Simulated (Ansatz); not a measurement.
Born–Oppenheimer molecular dynamics of H4Si + H5NSi (12 atoms, charge 0, multiplicity 1). It goes on from the last frame of an earlier run, with new velocities.

These are results of RKS PBE0-D4/6-31G in Ansatz 0.2.0, not measurements.

| Item | Value |
| --- | --- |
| ensemble | NVE (Milne-controlled integrator) |
| time step | 0.5 fs |
| steps asked | 150 |
| starting velocities drawn for | 500 K |
| seed | 263739 |

First frame:

```xyz
12
Properties=species:S:1:pos:R:3
Si 0.046 -0.182 -2.233
H -1.409 -0.198 -1.856
H 0.548 1.177 -1.928
H 0.229 -0.492 -3.716
H 0.870 -1.146 -1.411
Si -0.048 -0.465 1.934
N -0.036 1.036 1.071
H -0.919 -1.581 1.425
H 1.429 -0.915 1.898
H -0.523 -0.346 3.339
H 0.791 1.567 0.867
H -0.901 1.556 0.880
```

Task: How far do the bonds stretch over the last three quarters of this one trajectory? (Pairs bonded in most of those frames.)

Result: 
| bond | mean (Å) | spread (Å) | shortest | longest |
| --- | --- | --- | --- | --- |
| Si1–H2 | 1.508 | 0.035 | 1.45 | 1.56 |
| Si1–H3 | 1.512 | 0.033 | 1.46 | 1.57 |
| Si1–H4 | 1.513 | 0.026 | 1.47 | 1.55 |
| Si1–H5 | 1.505 | 0.051 | 1.42 | 1.58 |
| Si6–N7 | 1.774 | 0.023 | 1.73 | 1.80 |
| Si6–H8 | 1.506 | 0.006 | 1.49 | 1.52 |
| Si6–H9 | 1.506 | 0.025 | 1.47 | 1.55 |
| Si6–H10 | 1.520 | 0.030 | 1.47 | 1.56 |
| N7–H11 | 1.009 | 0.018 | 0.98 | 1.04 |
| N7–H12 | 1.007 | 0.017 | 0.98 | 1.04 |

Mean temperature of the second half: 317 K. The conserved energy stayed within 0.012 meV per atom of its start (net change -0.011 meV per atom), so the integration is sound. A run of 0.075 ps of so small a system gives no equilibrium averages. Limits of this set-up: no polarisation functions.

Run time: 4.9 min on 1 thread of Arm Neoverse V1, with other jobs on the host, peak memory 0.1 GiB.
